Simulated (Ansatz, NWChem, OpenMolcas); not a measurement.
## Strength of the C–C bond: C2H3F3 → CH2F + CHF2

Species: C2H3F3 (1,1,2-trifluoroethane) `FCC(F)F`, singlet; CH2F `[CH2]F`, doublet; CHF2 (difluoromethyl radical) `F[CH]F`, doublet. 

Shapes, held fixed at every level: PBE0-D4/def2-TZVP. Flexible molecules stand in one conformer, not always the lowest. Programs: Ansatz 0.2.0, NWChem 7.3.0, OpenMolcas 26.06. A level may come from different programs for different species; with the same settings they agree closely. The zero-point and thermal change to 298 K, harmonic and unscaled (PBE0-D4/def2-TZVP), is -19.9 kJ/mol.

Q: Estimate ΔH(298 K) of this reaction.

A: The highest level, CCSD(T)/CBS estimate, gives ΔH(298 K) = +397.9 kJ/mol; the levels span +376.0 to +402.4. The column of differences is taken from that level and isn't an error. No measured value is set beside it here. Open shells run unrestricted unless RO is named. The CBS estimate extrapolates MP2 from def2-TZVPP and def2-QZVPP and adds CCSD(T) − MP2 in the triple-zeta set, cores frozen.

| level | kind | ΔH(298 K) (kJ/mol) | less CCSD(T)/CBS estimate |
| --- | --- | --- | --- |
| PBE0/def2-SVP | global hybrid | +383.6 | -14.3 |
| PBE0-D4/def2-TZVPP | global hybrid | +376.0 | -21.9 |
| wB97X-V/def2-TZVPP | range-separated hybrid | +390.8 | -7.1 |
| MP2/def2-TZVPP | perturbation theory | +402.4 | +4.5 |
| CCSD(T)/def2-SVP | coupled cluster or CI | +386.5 | -11.4 |
| CCSD/def2-SVP | coupled cluster or CI | +381.2 | -16.7 |
| CCSD(T)/def2-TZVPP | coupled cluster or CI | +388.7 | -9.2 |
| CCSD(T)/CBS estimate | coupled cluster or CI | +397.9 | 0.0 |
